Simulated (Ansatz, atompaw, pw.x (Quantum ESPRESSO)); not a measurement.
# From atom to crystal: PAW (atompaw) potential for Al

atompaw 4.2.0.5 input, output lines left out:

```
Al 13
GGA-PBESOL scalarrelativistic loggrid 1500 logderivrange -3 5 201
3 3 0 0 0 0
3 1 1
0 0 0
c
c
v
c
v
2
3.00 2.95 2.55 2.30
y
1.4
n
y
3.4
n
y
-0.15
n
custom polynom vanderbiltortho besselshape
3 0 vpsmatchnc
3.00
2.20
3.00
3.00
3.00
```

Atomic tests: cutoffs needed: 6 Ry and 6 Ry (the cutoffs (Ry, on a coarse ladder) from which the occupation-weighted sum of valence levels, in a spherical-Bessel basis at the reference potential, stays within 10 and 1 mRy of its value at 400 Ry); ghost test: no extra level below or beside the all-electron valence levels (s, p, d, f tested) (spherical-Bessel basis up to 400 Ry, 20 bohr box); lowest eigenvalue of the overlap operator: 0.66 (s channel).

Crystal test: fcc Al in pw.x 7.5, no spin, 14³ k-points, Fermi–Dirac smearing 0.01 Ry, cutoffs 40/400 Ry. The reference is all-electron LAPW (Ansatz 0.2.0) with the same functional, mesh and smearing; V0 and B0 come from Birch–Murnaghan fits to the pressures at five volumes. Errors are pseudo minus all-electron; Δ is the rms difference of the E(V) curves that follow from these fits, minima aligned, over ±6 % about the mean V0. Mesh and smearing are coarse, so the numbers serve the comparison and aren't converged zero-temperature values; the lattice is a test structure that the element need not adopt.

All-electron: a0 = 4.015 Å (V0 = 16.18 Å³/atom), B0 = 81.2 GPa.

Task: How far does the potential miss the all-electron equation of state?

Result: mean pressure error (GPa): +0.81; a0 (Å): 4.028; a0 error (%): +0.33; B0 error (%): -1.4; Δ (meV/atom): 2.8. The largest radius (3.00 bohr) exceeds half the bond length (2.68 bohr), so the spheres overlap, which is one possible source of error among others.

```tsv
V (Å³/atom)	P all-electron (GPa)	P pseudo (GPa)
15.397	4.49	5.44
15.802	2.01	2.88
16.207	-0.16	0.65
16.612	-2.03	-1.29
17.017	-3.66	-2.98
```

Task: At the middle volume, how do free energy and pressure move when the wave cutoff is lowered (ecutrho held at 400 Ry)?

Result:

```json
{"cutoff (Ry)": "18", "shift of F (meV/atom)": "+0.5", "shift of P (GPa)": "-0.00"}
{"cutoff (Ry)": "24", "shift of F (meV/atom)": "+0.1", "shift of P (GPa)": "-0.00"}
{"cutoff (Ry)": "32", "shift of F (meV/atom)": "+0.0", "shift of P (GPa)": "+0.00"}
```

Input at the middle volume:

```
&control
  calculation='scf', prefix='x', pseudo_dir='./', outdir='./tmp', tstress=.true., disk_io='none'
/
&system
  ibrav=0, nat=1, ntyp=1, ecutwfc=40, ecutrho=400, nbnd=8,
  occupations='smearing', smearing='fd', degauss=0.01
/
&electrons
  conv_thr=1e-09, mixing_beta=0.4, electron_maxstep=70
/
ATOMIC_SPECIES
Al 1.0 Al.UPF
CELL_PARAMETERS angstrom
  0.00000000 2.00858807 2.00858807
  2.00858807 0.00000000 2.00858807
  2.00858807 2.00858807 0.00000000
ATOMIC_POSITIONS crystal
Al 0.0000 0.0000 0.0000
K_POINTS automatic
14 14 14 0 0 0
```

```bash
pw.x < Al.scf.in > Al.scf.out
```

Lines of the output:

```
Message from routine setup:
     using ibrav=0 with symmetry is DISCOURAGED, use correct ibrav instead
     lattice parameter (alat)  =       5.3679  a.u.
     unit-cell volume          =     109.3703 (a.u.)^3
     number of electrons       =         3.00
     number of Kohn-Sham states=            8
     kinetic-energy cutoff     =      40.0000  Ry
     charge density cutoff     =     400.0000  Ry
     scf convergence threshold =      1.0E-09
     Exchange-correlation= SLA PW PSX PSC
     number of k points=   104  Fermi-Dirac smearing, width (Ry)=  0.0100
     iteration #  1     ecut=    40.00 Ry     beta= 0.40
     total energy              =     -38.51500812 Ry
     estimated scf accuracy    <       0.00747284 Ry
     iteration #  2     ecut=    40.00 Ry     beta= 0.40
     total energy              =     -38.51371646 Ry
     estimated scf accuracy    <       0.00252599 Ry
     iteration #  3     ecut=    40.00 Ry     beta= 0.40
     total energy              =     -38.51377012 Ry
     estimated scf accuracy    <       0.00000243 Ry
     iteration #  4     ecut=    40.00 Ry     beta= 0.40
     c_bands:  2 eigenvalues not converged
     c_bands:  1 eigenvalues not converged
     c_bands:  1 eigenvalues not converged
     c_bands:  1 eigenvalues not converged
     c_bands:  1 eigenvalues not converged
     c_bands:  2 eigenvalues not converged
     c_bands:  1 eigenvalues not converged
     c_bands:  1 eigenvalues not converged
     [... 7 repeated lines left out ...]
     total energy              =     -38.51377024 Ry
     estimated scf accuracy    <       0.00000089 Ry
     iteration #  5     ecut=    40.00 Ry     beta= 0.40
     [... 2 repeated lines left out ...]
     total energy              =     -38.51377022 Ry
     estimated scf accuracy    <       0.00000005 Ry
     iteration #  6     ecut=    40.00 Ry     beta= 0.40
     the Fermi energy is     7.9674 ev
!    total energy              =     -38.51377022 Ry
     estimated scf accuracy    <          6.0E-10 Ry
     smearing contrib. (-TS)   =      -0.00203839 Ry
     convergence has been achieved in   6 iterations
          total   stress  (Ry/bohr**3)                   (kbar)     P=        6.49
     Message from routine punch:
     Nothing written, as per user request (disk_io='none')
```

The 8 pw.x runs together took about 77 s on one core of a shared server CPU.
